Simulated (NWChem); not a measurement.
All runs are NWChem calculations. System: C2H3, charge 0, spin multiplicity 4, at the geometry of a parent with another charge or spin, in a state set for the comparison that need not be this species' ground state. Its SCF solution wasn't tested for a lower state. Level: UMP2/def2-TZVP, 2 core orbitals frozen.

Job file:

```
start mol
memory heap 200 mb stack 900 mb global 1100 mb
geometry units angstroms nocenter noautoz
  C      0.248606     0.684719     0.000000
  C     -0.117510    -0.581819     0.000000
  H     -0.218070     1.678869     0.000000
  H     -1.186454    -0.887834     0.000000
  H      0.617945    -1.408438     0.000000
  symmetry group Cs
end
basis spherical
  * library def2-tzvp
end
scf
  uhf
  nopen 3
  maxiter 100
  thresh 1e-7
  semidirect memsize 60000000 filesize 0
  # guess.movecs holds the orbitals of an unrestricted PBE0 run
  vectors input guess.movecs output mol.movecs
end
mp2
  freeze core 2
end
task mp2 energy
```

Output (cleaned and shortened):

```
             Northwest Computational Chemistry Package (NWChem) 7.3.0
             --------------------------------------------------------

                                NWChem Input Module
                                -------------------

 Scaling coordinates for geometry "geometry" by  1.889725989
 (inverse scale =  0.529177249)

 Turning off AUTOSYM since
 SYMMETRY directive was detected!

                             Geometry "geometry" -> ""
                             -------------------------

 Output coordinates in angstroms (scale by  1.889725989 to convert to a.u.)

  No.       Tag          Charge          X              Y              Z
 ---- ---------------- ---------- -------------- -------------- --------------
    1 C                    6.0000     0.24860600     0.68471900     0.00000000
    2 C                    6.0000    -0.11751000    -0.58181900     0.00000000
    3 H                    1.0000    -0.21807000     1.67886900     0.00000000
    4 H                    1.0000    -1.18645400    -0.88783400     0.00000000
    5 H                    1.0000     0.61794500    -1.40843800     0.00000000

 Effective nuclear repulsion energy (a.u.)      28.0943661962

            Nuclear Dipole moment (a.u.)
            ----------------------------
        X                 Y               Z
 ---------------- ---------------- ----------------
    -0.0000056692    -0.0000056692     0.0000000000

      Symmetry information
      --------------------

 Group name             Cs
 Group number              2
 Group order               2
 No. of unique centers     5

      Symmetry unique atoms

     1    2    3    4    5


 Summary of "ao basis" -> "" (spherical)
 ------------------------------------------------------------------------------
       Tag                 Description            Shells   Functions and Types
 ---------------- ------------------------------  ------  ---------------------
 *                         def2-tzvp                  on all atoms

 Summary of "ao basis" -> "ao basis" (spherical)
 ------------------------------------------------------------------------------
[...]
  AO/Fock/Back tols     =   1.0D-09  1.0D-09  1.0D-09

 GA uses MA = F    GA memory limited = T

 Available:
  local mem=  1.26D+08
 global mem=  1.44D+08
 local disk=  0.00D+00
  mp2_memr nvloc                    71
  nvloc new                    71
   1 passes of   7:        5242880                      37896                   5484285.
   1 passes of   7: M    126152848           G      144166400           F     120909968.

 Semi-direct pass number   1 of   1  for UHF alpha       at        0.8s
  vrange nnbf                  3239
  mp2_eaftype                    20  avail_ma_in_mb                  1099
 EAF : mp2_eaftype filesize          20    2742142.
  mp2_eaf for mointskh                     20
Node 0 wrote     12.9 Mb in      0.0 s     Agg I/O rate:  4521.8 Mb/s
 Done moints_semi at        1.4s
  mp2_eaftype                    20  avail_ma_in_mb                  1079
 EAF : mp2_eaftype filesize          20    2742142.
  mp2_eaf for kh                    20
 Done maket at        1.4s
 Done multipass loop at        1.4s

 GA uses MA = F    GA memory limited = T

 Available:
  local mem=  1.26D+08
 global mem=  1.44D+08
 local disk=  0.00D+00
  mp2_memr nvloc                    74
  nvloc new                    74
   1 passes of   4:        5242880                      27850                   3270752.
   1 passes of   4: M    126152848           G      144166400           F     120909968.

 Semi-direct pass number   1 of   1  for UHF beta        at        1.5s
  vrange nnbf                  3239
  mp2_eaftype                    12  avail_ma_in_mb                  1099
 EAF : mp2_eaftype filesize          12    1635376.
  mp2_eaf for mointskh                     12
Node 0 wrote      7.7 Mb in      0.0 s     Agg I/O rate:  5218.2 Mb/s
 Done moints_semi at        2.0s
  mp2_eaftype                    12  avail_ma_in_mb                  1087
 EAF : mp2_eaftype filesize          12    1635376.
  mp2_eaf for kh                    12
 Done maket at        2.1s
 Done multipass loop at        2.1s

          -------------------------------------------
          SCF energy                 -77.299766472985
          Correlation energy          -0.241216517108
          Singlet pairs                0.000000000000
          Triplet pairs                0.000000000000
          Total MP2 energy           -77.540982990093
          -------------------------------------------

          ---------------------------------------------------
                    Spin Component Scaled (SCS) MP2
          Same spin pairs                     -0.058243806706
          Same spin scaling factor             0.333333333333
          Opposite spin pairs                 -0.182972710401
          Opposite spin scaling fact.          1.200000000000
          SCS-MP2 correlation energy          -0.238981854717
          Total SCS-MP2 energy               -77.538748327702
          ---------------------------------------------------

 -----------------------
 Performance information
 -----------------------

 Timer overhead =  1.43D-07 seconds/call

               Nr. of calls         CPU time (s)                 Wall time (s)                GFlops
             ---------------    -------------------     ------------------------------   -------------------
Name         Min   Avg   Max    Min     Avg     Max     Min     Avg     Max   Mx/calls   Min     Max     Sum
mp2: moin     2     2     2    1.2     1.2     1.2      1.2     1.2     1.2    0.60      0.0     0.0     0.0
mp2: make     2     2     2   5.85E-2 5.85E-2 5.85E-2  5.85E-2 5.85E-2 5.85E-2 2.92E-2   0.0     0.0     0.0
mp2: tota     1     1     1    1.3     1.3     1.3      1.3     1.3     1.3     1.3      0.0     0.0     0.0

 The average no. of pstat calls per process was 5.00D+00
 with a timing overhead of 7.13D-07s

 Task  times  cpu:        2.1s     wall:        2.1s

 Total times  cpu:        2.1s     wall:        2.1s
```
